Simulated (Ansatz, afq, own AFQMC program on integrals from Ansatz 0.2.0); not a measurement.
Two steps: Ansatz 0.2.0 writes the Fock matrix and Cholesky factors of the valence space, and afq projects on them the lowest state that overlaps trial and start.

```yaml
crystal:
  periodic: [false, false, false]
  atoms:
    - {symbol: Ge, position_ang: [0.000000, 0.000000, 0.000000]}
    - {symbol: H, position_ang: [0.715662, 1.318255, 1.316554]}
    - {symbol: H, position_ang: [-0.726575, -1.312854, 1.315972]}
    - {symbol: H, position_ang: [-0.713010, 1.314292, -1.321943]}
    - {symbol: H, position_ang: [0.723924, -1.319692, -1.310583]}
basis:
  gaussian: {orbitals: 6-31G}
total_charge: 1
magnetization: {spin_polarized: true, initial_magnetization: 1}
correlation: {method: ccsd_t, electrons: outside_noble_gas, hamiltonian_folder: ham}
```

```sh
$ ansatz run in.yaml --threads 1 --pin off --events-out ev --progress --plain --max-ram 16896MiB --backend cuda --devices 0, --max-vram 18GiB
```

afq runs on the folder ham with

```
--method free --trial cisd --walkers 200 --time-step 0.1 --max-blocks 30 --target-error 0.00128 --factor-cut 1e-05 --seed 9842 --times 0,1,2,3 --taylor-order 4
```

Times are imaginary, in 1/Eh. The walk had a cap of 60 s. Filled inner d shells are frozen with the cores.

```
orbitals 23  electrons 4 3  factors 175 of 378
reference energy -2076.79643579 Eh
CCSD correlation -0.10625508 Eh in 19 cycles, weight of the determinant in the CISD state 0.6824
repeat  energy at the last time / Eh  error
    10  -2076.908288  0.000703
    20  -2076.909320  0.000525
    30  -2076.909369  0.000392
time / (1/Eh)  energy / Eh  error  mean overlap
  0.00  -2076.902855  0.000220  1.4650
  1.00  -2076.907301  0.000275  1.4556
  2.00  -2076.908587  0.000298  1.4588
  3.00  -2076.909369  0.000392  1.4722
energy -2076.909369 +/- 0.000392 Eh
```

The run passed its tests (error under three times the target), which doesn't prove that it has relaxed.

Against this walk (error 10.7 meV) on the same determinant: CCSD(T) 48.4 meV higher, full CI 84.8 meV lower. The error is statistical, and a free projection of finite length keeps a remainder of its start. The determinant has ⟨S²⟩ = 1.26, so the low cluster orders mix in higher spin, and so can this walk.

A setting was made bad on purpose (time step too long), so the walk's energy isn't to be trusted.

Cautions: remainder of the start not in the error; start is not spin pure; no relativity below Rb; no spin-orbit coupling; inner d shell frozen; strong correlation (T1 0.115, weight of the determinant 0.68, largest double 0.15); unrestricted determinant spin contaminated (⟨S²⟩ 1.26 against 0.75); CCSD(T) is in doubt: in a space of 7 electrons in 8 natural orbitals full CI lies 130 meV below it; the time-step error isn't removed.
